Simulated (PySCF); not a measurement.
**Core binding energy against partial charge**

Species: 2-methylbutanenitrile, C₅H₉N.
Structure used (GFN2-xTB), in Å, numbered top down from 1:
```
atom  x, y, z in Å
C1     1.8628    0.6066    0.2714
C2     0.6015   -0.1608    0.6472
C3    -0.4389   -0.1413   -0.4839
C4    -1.6463   -1.0280   -0.1624
C5    -0.8871    1.2141   -0.7097
N6    -1.2505    2.2857   -0.8733
H7     1.6243    1.6440    0.0461
H8     2.3346    0.1646   -0.6042
H9     2.5767    0.5867    1.0910
H10    0.1600    0.2744    1.5467
H11    0.8526   -1.2013    0.8663
H12    0.0332   -0.4917   -1.4109
H13   -2.3747   -0.9924   -0.9700
H14   -2.1300   -0.6945    0.7536
H15   -1.3227   -2.0581   -0.0296
```

Binding energies: PySCF 2.14.0, delta-SCF UKS SCAN, pcX-2 on the ionised atom, pcseg-1 elsewhere, spin-free X2C. Charges: PBE0/pcSseg-1 ground-state density, for the ionised atom.

```
atom                   environment  C 1s (eV)  Mulliken (e)  IAO (e)  Hirshfeld (e)  ESP (e)
  C1                 methyl carbon     290.82        -0.264   -0.422         -0.117   -0.373
  C2              chain CH2 carbon     291.12        -0.220   -0.240         -0.056   +0.110
  C4                 methyl carbon     291.15        -0.189   -0.409         -0.106   -0.509
  C5                nitrile carbon     292.00        +0.126   +0.137         +0.090   +0.265
  C3  sp3 carbon next to a nitrile     292.07        -0.373   -0.137         +0.003   +0.222
```

How well does each charge scheme correlate with the binding energies over these sites?

Hirshfeld: r = 0.89, slope 5.9 eV per e; IAO: r = 0.84, slope 2.1 eV per e; ESP: r = 0.77, slope 1.2 eV per e; Mulliken: r = 0.28, slope 0.8 eV per e. Hirshfeld charges have the highest r, on only 5 points.

The point-charge model writes a binding energy as kq + V + constant, with V the potential of the other atoms' charges at the site. What does it give with the Hirshfeld charges?

V = Σ 14.40 eV Å × q/r over all other atoms: +1.69 eV at C1, +0.98 eV at C2, +2.03 eV at C4, -2.32 eV at C5, +0.36 eV at C3. Fitting binding energy − V to q gives k = 25.5 eV per e and leaves an rms residual of 0.21 eV, against 0.23 eV for the fit on q alone. The model has no term for differences in relaxation between sites.

Isolated species at its GFN2-xTB geometry (one conformer only).
